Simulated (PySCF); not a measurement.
C6H5 (charge +1).
Numbering: `[CH3:1][C:2]#[C:3][c:4]1[cH:5][cH+:6]1` (hydrogens: H7, H8, H9 on C1; H10 on C5; H11 on C6)

The geometry is computed with GFN2-xTB (gas phase).

(1) What internal coordinates does the optimisation give?

Answers

(1) 
| bond | length (pm) | order |
| --- | --- | --- |
| C1–C2 | 141.0 | single |
| C2≡C3 | 122.2 | triple |
| C3–C4 | 134.4 | single |
| C4–C5, C4–C6 | 140.8 | aromatic |
| C5–C6 | 135.2 | aromatic |
| C1–H7, C1–H8, C1–H9 | 109.2 | single |
| C5–H10, C6–H11 | 106.7 | single |

Bonds in one row agree within 1 pm and their mean is given. Orders are formal, as drawn. A selection of angles:
| angle | degrees |
| --- | --- |
| C2–C1–H7 | 110.4 |
| C2–C1–H9 | 111.2 |
| H7–C1–H8 | 107.3 |
| H7–C1–H9 | 110.5 |
| H8–C1–H9 | 108.6 |
| C1–C2–C3 | 179.9 |
| C2–C3–C4 | 179.8 |
| C3–C4–C5 | 151.3 |
| C5–C4–C6 | 57.4 |
| C4–C5–C6 | 61.3 |
| C4–C5–H10 | 148.3 |
| C6–C5–H10 | 150.4 |

C5 (unsaturated ring CH carbon) has angles 150.4°, 148.3° and 61.3°, sum 360.0°, 0.00 Å off the plane of its three neighbours. C4 (unsaturated ring carbon) has angles 151.3°, 151.3° and 57.4°, sum 360.0°, 0.00 Å off the plane of its three neighbours. The 6 C–C bonds span 1.222 Å (C2≡C3, drawn triple) to 1.410 Å (C1–C2, drawn single), a spread of 0.188 Å. The 3-membered ring C4–C5–C6 has internal angles of 57.4° to 61.3°. The 6 heavy atoms lie in one plane (0.001 Å rms).

Point group: near Cs, missed by 0.25 Å at most; the miss may be what the optimiser left on a soft mode. No frequency check.
